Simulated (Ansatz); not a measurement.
C2H (SMILES [C]#C) moved off its minimum; all values from Ansatz (an electronic-structure program), cores frozen in correlated methods. Open shells are unrestricted.
(charge 0, multiplicity 2)
```xyz
3

C     -0.1297    -0.2283    -0.5079
C      0.0419    -0.0112     0.2324
H     -0.0694    -0.0295     1.4020
```

Forces at MP2/aug-cc-pVTZ (eV/Å):

| atom | Fx | Fy | Fz |
|---|---|---|---|
| C1 | -33.232 | -42.536 | -150.171 |
| C2 | 31.907 | 41.535 | 153.540 |
| H3 | 1.325 | 1.001 | -3.370 |

**Question.** Give the forces (eV/Å), the total energy and the dipole at CCSD(T)/aug-cc-pVTZ.

**Answer.** 
| atom | Fx | Fy | Fz |
|---|---|---|---|
| C1 | -33.302 | -42.616 | -150.361 |
| C2 | 32.011 | 41.633 | 153.537 |
| H3 | 1.290 | 0.983 | -3.176 |
Energy -75.6358 hartree, dipole 0.64 D.
